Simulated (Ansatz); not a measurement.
Geometry optimisation, Ansatz, RKS PBE0/def2-SVP.

Input:

```yaml
crystal:
  periodic: [false, false, false]
  atoms:
    - { symbol: B, position_ang: [0.0, 0.0, 0.0] }
    - { symbol: H, position_ang: [0.0, 0.0, 1.19] }
    - { symbol: O, position_ang: [1.2211, 0.0, -0.705] }
    - { symbol: H, position_ang: [1.5209, -0.9519, -0.8599] }
    - { symbol: Cl, position_ang: [-1.6108, 0.0, -0.93] }
basis:
  gaussian: { orbitals: def2-SVP }
hamiltonian:
  xc: pbe0
relax:
  f_tol: 0.02
  max_steps: 40
output:
  orbitals: {}
```

Command:

```bash
$ ansatz run input.yaml --threads 1 --pin off --max-ram 2048MiB --backend cpu --events-out ev --progress --plain --runs-dir out
```

Where does it end, and by what steps?

It converged. After 13 steps the energy has fallen by 0.798 eV; H4 moved furthest, 0.58 Å.

| step | energy less start (eV) | largest force component (eV/Å) | accepted |
| --- | --- | --- | --- |
| 0 | 0.0000 | 2.201 | yes |
| 1 | -0.1868 | 1.073 | yes |
| 2 | -0.2186 | 0.430 | yes |
| 3 | -0.2410 | 0.268 | yes |
| 4 | -0.2666 | 0.682 | yes |
| 5 | -0.2995 | 0.466 | yes |
| 6 | -0.2796 | 3.438 | no |
| 7 | -0.3892 | 1.325 | yes |
| 8 | -0.5158 | 1.622 | yes |
| 9 | -0.6963 | 1.062 | yes |
| 10 | -0.7944 | 0.434 | yes |
| 11 | -0.7982 | 0.076 | yes |
| 12 | -0.7984 | 0.031 | yes |
| 13 | -0.7984 | 0.006 | yes |

```xyz
5
Properties=species:S:1:pos:R:3
B 0.043 -0.064 0.088
H -0.102 0.283 1.229
O 1.267 -0.370 -0.356
H 1.287 -0.638 -1.283
Cl -1.364 -0.162 -0.982
```

The run took 16 s on 1 thread of Arm Neoverse V2, with other jobs on the host, peak memory 0.12 GiB.
